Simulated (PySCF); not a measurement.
Species: C6H4.
Atom-mapped SMILES: `[CH:1]#[C:2]/[CH:3]=[CH:4]\[C:5]#[CH:6]`

The computed photoelectron lines, unassigned: C 1s: 290.12 (area 2), 290.76 (area 2), 291.17 (area 2) eV.

Level of theory: PySCF 2.14.0, delta-SCF UKS SCAN, pcX-2 on the ionised atom, pcseg-1 elsewhere, spin-free X2C. Isolated species at its PBE0-D3(BJ)/def2-SVP geometry, gas phase.

(1) Which carbon gives which C 1s line?

## Answers

(1) 290.12 eV: C1/C6 (terminal alkyne carbon); 290.76 eV: C2/C5 (alkyne carbon); 291.17 eV: C3/C4 (alkene CH carbon). Lowest listed C 1s: C1/C6, bonded to C (triple bond) and H. Highest, 1.05 eV above it: C3/C4, bonded to C (double bond), C and H. Summing the Pauling electronegativity differences to the bonded atoms, each weighted by its formal bond order, gives -0.35 for the lowest site and -0.35 for the highest; the largest sum, 0.00, belongs to C2/C5, 0.41 eV below the top.

Bonded neighbours of each site: C1/C6: C (triple bond) and H; C2/C5: C (triple bond) and C; C3/C4: C (double bond), C and H.

Question: Which photon energy gives electrons from C 1s of C1/C6 a kinetic energy of 50 eV, and what is their de Broglie wavelength?

Answer: hν = 290.12 + 50 = 340.12 eV, recoil neglected; λ = 12.264 Å/√(E/eV) = 1.73 Å.

Atoms equivalent by their bonding share one computed value, that of the first of them. Spin contamination (⟨S²⟩ against 0.75 for a pure doublet) is marked for C 1s of C1/C6 (0.87), C 1s of C2/C5 (0.98) and C 1s of C3/C4 (0.91), which makes these values less certain.

Hardware: one thread of an x86-64 server, shared host. Cost: 23 s.
